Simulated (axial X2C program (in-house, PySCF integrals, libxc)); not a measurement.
**Linear SiOH⁻ at several levels**

An exercise on one series of results from a longer session: the logs are not shown, and one member is left open.

Program: an in-house X2C program for linear molecules on PySCF integrals. Level of theory: all-electron X2C, two-component (2c) or spin-free, Si dyall-v3z, O dyall-av3z, H dyall-v3z. These are calculated values, not measurements.

All values are calculated.

2 further runs of the same task are left out: 2 set aside as unsound or not needed.

The first run:

The input, task.json:

```json
{"zs": [14, 8, 1], "q": -1, "bas": ["dyall-v3z", "dyall-av3z", "dyall-v3z"], "r0": [1.79, 0.96], "symm": 0, "scan": ["PBE0", "HF", "BHandHLYP"], "levels": ["PBE0", "HF", "LDA"], "nst": 2}
```

Keys: zs atomic numbers; q charge; bas basis sets; r0 starting distance in Å; symm equal bonds; scan levels of the two-bond scan (MP2 follows by itself at each HF point); levels methods; nst determinants followed.

On the command line:

```console
$ python solin.py task.json out
```

Masses Si 27.977, O 15.995, H 1.008 u.

Among the steps run: Scan at PBE0, 2c; Scan at HF, 2c; Scan at BHandHLYP, 2c.

One of the session's tables, all rows but one given; the rest of the session is left out.

| level | r(Si–O) (Å) | r(O–H) (Å) | lower stretch (cm⁻¹) | upper stretch (cm⁻¹) |
| --- | --- | --- | --- | --- |
| PBE0, 2c | 1.719 | 0.945 | 685.1 | 4085.4 |
| HF, 2c | ? | ? | ? | ? |
| BHandHLYP, 2c | 1.712 | 0.936 | 689.0 | 4187.3 |
| MP2, 2c | 1.739 | 0.948 | 654.8 | 4052.4 |
| PBE0, spin-free | 1.719 | 0.945 | 685.1 | 4085.4 |
| HF, spin-free | 1.703 | 0.927 | 699.3 | 4344.9 |
| BHandHLYP, spin-free | 1.712 | 0.936 | 689.0 | 4187.2 |
| MP2, spin-free | 1.739 | 0.948 | 654.7 | 4052.4 |

Estimate the missing values for HF, 2c.

**Answer.** r(Si–O) (Å): 1.703; r(O–H) (Å): 0.927; lower stretch (cm⁻¹): 699.4; upper stretch (cm⁻¹): 4344.8.

Scans not shown above were run alike.

To keep in mind: For an anion the highest level of a functional can be positive, and the basis then holds the extra electron. The molecule was held linear; bending was not examined, so a bent shape may lie lower.
